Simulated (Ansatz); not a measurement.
## A barrier at the coupled-cluster level

Start structure (CH$_{7}$BS, singlet), relaxed at PBE0-D4/def2-TZVP:

B1  (-0.731, -0.218, -1.553)
S2  (-1.079, 1.510, -1.667)
H3  (0.326, -0.661, -1.873)
H4  (-1.620, -0.900, -1.148)
H5  (0.108, 0.638, 1.618)
C6  (0.600, -0.333, 1.677)
H7  (0.104, 1.936, -2.143)
H8  (-0.109, -1.116, 1.405)
H9  (0.953, -0.503, 2.694)
H10  (1.447, -0.354, 0.991)
(Å)

The step: BH₃S ([BH2][SH]) + CH₄ → CH₅B ([BH2][CH3]) + H₂S (still joined by a long B–S bond); bonds formed: B1–C6, S2–H5; bonds broken: H5–C6; bonds weakened to dative contacts: B1–S2. Ansatz 0.2.0; basis: def2-TZVPP and def2-QZVPP; cores frozen in the correlated methods. Extrapolation: Hartree–Fock as exp(−7.88 √X), correlation as X^−2.97. Energies below are by CCSD(T) at an estimated basis limit (MP2 extrapolated from triple and quadruple zeta, plus CCSD(T) − MP2 in triple zeta).

(1) What are the electronic barrier and the energy of the step, from the start structure to the end structure? (Judge from chemistry; the value comes from the calculation.)

The T1 diagnostic stays at or below 0.013.

Results:

(1) Computed: Barrier 1.762 eV; step energy 0.696 eV (uphill); reverse barrier, their difference, 1.066 eV. Barrier and step energy count from the start structure, the reverse barrier from the end structure.

The saddle point: One imaginary mode of 947i cm⁻¹.
```json
{"pair": "B1–C6", "start (Å)": "3.50", "saddle (Å)": "1.73", "end (Å)": "1.60"}
{"pair": "S2–H5", "start (Å)": "3.60", "saddle (Å)": "1.62", "end (Å)": "1.35"}
{"pair": "B1–S2", "start (Å)": "1.77", "saddle (Å)": "2.04", "end (Å)": "2.01"}
{"pair": "H5–C6", "start (Å)": "1.09", "saddle (Å)": "1.46", "end (Å)": "3.08"}
```

Zero-point energy (harmonic, PBE0-D4): ZPE is 2.064 eV at the start and 2.035 eV at the saddle, so the barrier goes from 1.762 to 1.733 eV.

Labels in which every atom is bracketed show which atoms are joined, not bond orders.

For scale, one of the runs: CCSD(T)/def2-TZVPP, 202 basis functions, launched by `ansatz run in.yaml --threads 2 --pin off --events-out ev --progress --plain --max-ram 4352MiB`. The run took 38 s on 2 CPU threads of an Intel Xeon Platinum 8259CL (shared host), with 2.5 GiB of host memory at its peak.
